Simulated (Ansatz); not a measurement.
Basis-set extrapolation for `OBO` (PBE0-D4/def2-TZVP geometry, frozen core, Ansatz). Multiplicity 1, RHF reference.

```
                      def2-TZVPP   def2-QZVPP
                 HF  -176.345445  -176.354210
    MP2 correlation    -0.583142    -0.629463
CCSD(T) correlation    -0.616496    -0.659680
```

Energies in hartree. Use E(X) = E(∞) + A·exp(−7.88·√X) for Hartree–Fock and E(X) = E(∞) + B·X^(−2.97) for correlation, with X = 3 and 4.

What is the CCSD(T) energy at the basis-set limit?

HF limit: -176.354210 + (-0.008765) × 0.13774 = -176.35542. Correlation limit: -0.659680 + (-0.043184) × 0.74074 = -0.69167. Total: -177.04709 hartree, 53.4 kcal/mol below CCSD(T)/def2-TZVPP.
